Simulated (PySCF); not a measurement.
## One reaction down a group: F, Cl, Br, I

The same gas-phase reaction for F, Cl, Br, I:
- 3 F₂ + Al₂O₂ → 2 AlF₃ + 2 O
- 3 Cl₂ + Al₂O₂ → 2 AlCl₃ + 2 O
- 3 Br₂ + Al₂O₂ → 2 AlBr₃ + 2 O
- 3 I₂ + Al₂O₂ → 2 AlI₃ + 2 O

Computed with PySCF (xtb for GFN2) and rigid-rotor harmonic-oscillator thermochemistry at 1 bar. S°(298 K) at PBE0/def2-TZVP differs from the NASA 1993 table for Al₂O₂ (-11 J/mol/K); whether the harmonic model or the table's entry is off was not settled. † marks an energy on the PBE0/def2-TZVP geometry and frequencies; other levels use their own. MP2 and CCSD(T) freeze the core. Open shells (unrestricted): O (multiplicity 3, electronic degeneracy 9); the rest are closed-shell singlets. GFN2 has no spin-polarisation term. Spin-orbit splitting is ignored; it lowers the true energy and changes the entropy of O. I: scalar-relativistic def2 core potential, no spin-orbit coupling. Br: all electrons, no relativistic terms. MP2 isn't extrapolated to the basis-set limit. CCSD(T) isn't extrapolated to the basis-set limit. The harmonic model lacks anharmonicity and excited electronic states, which grow with temperature; levels with a mode under 35 cm⁻¹ are left out. Strong static correlation: Al₂O₂. Soft modes under 120 cm⁻¹ make the harmonic entropy rough for AlBr₃, AlI₃. Warning, large T1 diagnostic: Al₂O₂ (CCSD(T)/def2-SVP†).

ΔH°(298 K) in kJ, by level:

```tsv
level	F	Cl	Br	I
ωB97M-V/def2-TZVP†	-1554.6	-358.7	-115.2	213.8
MP2/def2-TZVPP†	-1591.3	-324.5	-85.8	228.7
r2SCAN/def2-TZVP†	-1509.8	-341.8	-93.2	239.1
GFN2-xTB	-595.0	533.6	807.8	1017.8
CCSD(T)/def2-SVP†	-1563.3	-486.3	-213.2	118.5
PBE0/def2-TZVP	-1524.0	-343.0	-105.6	210.9
```

At ωB97M-V/def2-TZVP†, ΔH° rises from F to I, over a range of 1768.4 kJ; the steps are +1195.9, +243.5, +329.0 kJ. 6 of the 6 levels shown give the same order. The levels scatter most for Br (1021.0 kJ between the highest and the lowest) and least for I (899.3 kJ). ΔS°(298 K) runs from 2.7 to 20.9 J/K, so TΔS° at 298 K spreads over 5.4 kJ among the members, against 1768.4 kJ for ΔH°.

Free energies at ωB97M-V/def2-TZVP†:

| member | ΔS°(298 K), J/K | ΔG°(298 K), kJ | ΔG°(1600 K), kJ | ΔG° changes sign |
|---|---|---|---|---|
| F | 2.7 | -1555 | -1579 | none from 298 to 2500 K |
| Cl | 12.3 | -362 | -404 | none from 298 to 2500 K |
| Br | 15.5 | -120 | -166 | none from 298 to 2500 K |
| I | 20.9 | 208 | 153 | none from 298 to 2500 K |

The NASA 1993 table, where it holds all species, gives ΔH°(298 K) = -1526 kJ for F, -276 kJ for Cl, -21 kJ for Br, 319 kJ for I; its entries are part measured, part old estimates, and weren't checked at source. After a fit of one offset per element over all species, the range-separated, M06-2X, PBE0/def2-QZVP and CCSD(T)/def2-TZVPP enthalpies, where run, lie to one side of the table for Al₂O₂ (+36 kJ/mol), AlBr₃ (-15 kJ/mol), I₂ (+16 kJ/mol): a fault of the table's entry, another state or a shared error of the levels is possible; this was not checked at source.
